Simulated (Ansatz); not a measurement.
# C3H5 radical: how energies converge with the basis set

The task here is to estimate one member of a computed series from the others.

Computed with Ansatz 0.2.0, Gaussian basis. Level: one geometry, several basis sets.

Levels to be run: PBE0-D4/def2-SVP; ωB97M-V/def2-SVP; PBE0-D4/def2-QZVPP; ωB97M-V/def2-QZVPP; CCSD(T)/cc-pV(D+d)Z; CCSD(T)/cc-pV(T+d)Z; CCSD(T)/cc-pV(Q+d)Z; the functionals' def2-TZVPP values are taken from earlier runs.

## The geometry

All runs share one geometry, relaxed beforehand with PBE0-D4 in a triple-zeta def2 set.

8 atoms, charge 0, spin multiplicity 2.

Atoms are counted from 1 here; the program's logs count them from 0.

Bond lengths: C1–C2 1.459 Å, C1–C3 1.459 Å, C1–H4 1.079 Å, C2–C3 1.523 Å, C2–H5 1.087 Å, C2–H6 1.087 Å, C3–H7 1.087 Å, C3–H8 1.087 Å. Angles: C2–C1–C3 62.9°, C2–C1–H4 132.7°, C3–C1–H4 132.7°, C1–C2–C3 58.5°, C1–C2–H5 119.2°, C1–C2–H6 118.9°, C3–C2–H5 119.0°, C3–C2–H6 116.7°, H5–C2–H6 113.8°, C1–C3–C2 58.5°, C1–C3–H7 118.9°, C1–C3–H8 119.2°, C2–C3–H7 116.7°, C2–C3–H8 119.0°, H7–C3–H8 113.8°.

Set-up of the first run:

Input file in.yaml:

```yaml
crystal:
  periodic: [false, false, false]
  atoms:
    - {symbol: C, position_ang: [-0.922350, -0.237270, -0.208902]}
    - {symbol: C, position_ang: [0.037439, 0.758934, 0.254354]}
    - {symbol: C, position_ang: [0.443585, -0.691156, 0.028681]}
    - {symbol: H, position_ang: [-1.570516, -0.284719, -1.070573]}
    - {symbol: H, position_ang: [0.388644, 1.518561, -0.439036]}
    - {symbol: H, position_ang: [-0.013710, 1.097516, 1.285585]}
    - {symbol: H, position_ang: [0.653196, -1.283791, 0.914989]}
    - {symbol: H, position_ang: [1.075911, -0.935173, -0.820897]}
basis:
  gaussian: {orbitals: def2-SVP}
magnetization: {spin_polarized: true, initial_magnetization: 1}
hamiltonian: {xc: pbe0, dispersion: d4}
output: {orbitals: {seedname: orbitals}}
```

The run is started by

```console
> ansatz run in.yaml --threads 2 --pin off --events-out ev --progress --plain --max-ram 32768MiB --backend cpu
```

Steps of the session up to this table: PBE0-D4 in def2-SVP; ωB97M-V in def2-SVP; PBE0-D4 in def2-QZVPP; ωB97M-V in def2-QZVPP.

One table of the session follows, with a row left open; its other results are not shown here.

It belongs to the step «Functionals by basis». 

| functional | basis | HOMO (eV) |
| --- | --- | --- |
| PBE0-D4 | def2-SVP | ? |
| PBE0-D4 | def2-TZVPP | -6.31 |
| PBE0-D4 | def2-QZVPP | -6.32 |
| ωB97M-V | def2-SVP | -8.30 |
| ωB97M-V | def2-TZVPP | -8.34 |
| ωB97M-V | def2-QZVPP | -8.35 |

Q: Estimate the row for PBE0-D4, def2-SVP from the others.

As computed: HOMO (eV): -6.28. In the column «HOMO (eV)» it is the highest.
